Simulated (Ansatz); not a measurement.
Geometry optimisation, RKS PBE/STO-3G (Ansatz 0.2.0).

Input file:

```yaml
crystal:
  periodic: [false, false, false]
  atoms:
    - { symbol: C, position_ang: [-0.5968, -1.4695, 1.6556] }
    - { symbol: C, position_ang: [0.0331, -0.4073, 1.1018] }
    - { symbol: C, position_ang: [-0.0603, 0.0754, -0.3449] }
    - { symbol: C, position_ang: [1.3579, -0.2278, -1.0548] }
    - { symbol: C, position_ang: [-0.3176, 1.5683, -0.398] }
    - { symbol: O, position_ang: [-1.0725, -0.5836, -1.0323] }
    - { symbol: H, position_ang: [-1.3006, -2.0334, 1.0647] }
    - { symbol: H, position_ang: [-0.4733, -1.6715, 2.6818] }
    - { symbol: H, position_ang: [0.7314, 0.1556, 1.7894] }
    - { symbol: H, position_ang: [1.2378, 0.0757, -2.0773] }
    - { symbol: H, position_ang: [1.4692, -1.3172, -1.04] }
    - { symbol: H, position_ang: [2.1569, 0.2696, -0.5644] }
    - { symbol: H, position_ang: [0.4195, 2.1876, 0.09] }
    - { symbol: H, position_ang: [-0.4411, 1.9305, -1.3996] }
    - { symbol: H, position_ang: [-1.2735, 1.7926, 0.1145] }
    - { symbol: H, position_ang: [-0.8068, -0.58073, 0.42906] }
basis:
  gaussian: { orbitals: STO-3G }
hamiltonian:
  xc: pbe
relax:
  f_tol: 0.02
  max_steps: 50
output:
  orbitals: {}
```

Run as:

```bash
$ ansatz run input.yaml --threads 1 --pin off --max-ram 2048MiB --backend cpu --events-out ev --progress --plain --runs-dir out
```

Where does it end, and by what steps?

The run converged. Limits of this set-up: minimal basis. After 16 steps the energy has fallen by 8.144 eV; H16 moved furthest, 1.38 Å. The start is strongly strained (largest force component 10 eV/Å), so its close contacts needn't be bonds. Parted: C2–H16, C3–H16. Joined: O6–H16.

| step | energy less start (eV) | largest force component (eV/Å) | accepted |
| --- | --- | --- | --- |
| 0 | 0.0000 | 10.370 | yes |
| 1 | -3.2288 | 8.176 | yes |
| 2 | -5.5823 | 5.939 | yes |
| 3 | -6.8288 | 3.664 | yes |
| 4 | -7.4455 | 2.486 | yes |
| 5 | -7.8335 | 2.384 | yes |
| 6 | -7.9911 | 0.600 | yes |
| 7 | -8.0445 | 1.311 | yes |
| 8 | -8.0109 | 0.718 | no |
| 9 | -8.1256 | 0.247 | yes |
| 10 | -8.1363 | 0.179 | yes |
| 11 | -8.1415 | 0.150 | yes |
| 12 | -8.1430 | 0.085 | yes |
| 13 | -8.1435 | 0.122 | yes |
| 14 | -8.1438 | 0.051 | yes |
| 15 | -8.1435 | 0.031 | no |
| 16 | -8.1438 | 0.006 | yes |

```xyz
16
Properties=species:S:1:pos:R:3
C -0.437 -1.444 1.760
C 0.162 -0.366 1.232
C 0.002 0.051 -0.266
C 1.334 -0.263 -1.041
C -0.308 1.600 -0.337
O -1.039 -0.742 -0.952
H -1.070 -2.094 1.132
H -0.320 -1.730 2.818
H 0.808 0.289 1.847
H 1.244 0.068 -2.093
H 1.531 -1.350 -1.025
H 2.186 0.263 -0.571
H 0.514 2.181 0.123
H -0.418 1.914 -1.392
H -1.245 1.833 0.203
H -1.882 -0.446 -0.421
```

The run took 66 s on 1 thread of Arm Neoverse V1, on a shared host, peak memory 0.11 GiB.
